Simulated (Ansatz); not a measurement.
Litharge PbO was calculated with PBEsol (Ansatz, an electronic-structure program, PAW).

Numerical settings: plane-wave cutoff 520 eV, 12×12×8 k mesh (along the axes of the cell as run), perturbation theory, force constants from a 4×4×2 q mesh, scalar-relativistic PAW data made under PBE.

Computed at the level's own relaxed cell. Harmonic vibrational thermodynamics at fixed volume:

| T (K) | S_vib (J/K per mol of atoms) | C_V (J/K per mol of atoms) | F_vib (eV/atom) |
|---|---|---|---|
| 0 | 0.00 | 0.00 | 0.0400 |
| 100 | ? | ? | ? |
| 300 | ? | ? | ? |
| 500 | ? | ? | ? |
| 700 | ? | ? | ? |
| 800 | ? | ? | ? |
| 900 | ? | ? | ? |

Question: What belongs in the gaps?

Answer: 
- 100, S_vib (J/K per mol of atoms): 13.89
- 100, C_V (J/K per mol of atoms): 13.37
- 100, F_vib (eV/atom): 0.0333
- 300, S_vib (J/K per mol of atoms): 33.88
- 300, C_V (J/K per mol of atoms): 22.15
- 300, F_vib (eV/atom): -0.0182
- 500, S_vib (J/K per mol of atoms): 45.69
- 500, C_V (J/K per mol of atoms): 23.84
- 500, F_vib (eV/atom): -0.1016
- 700, S_vib (J/K per mol of atoms): 53.81
- 700, C_V (J/K per mol of atoms): 24.36
- 700, F_vib (eV/atom): -0.2052
- 800, S_vib (J/K per mol of atoms): 57.07
- 800, C_V (J/K per mol of atoms): 24.49
- 800, F_vib (eV/atom): -0.2627
- 900, S_vib (J/K per mol of atoms): 59.96
- 900, C_V (J/K per mol of atoms): 24.59
- 900, F_vib (eV/atom): -0.3233

The crystal is taken as a harmonic solid at every temperature: melting, phase changes and thermal expansion are not seen.

Note: the cell comes from a level without a dispersion term, which matters for the spacing of layers, chains or molecules; the cell has widely spaced layers and the level no dispersion term, so their spacing and the moduli can rest on weak binding.
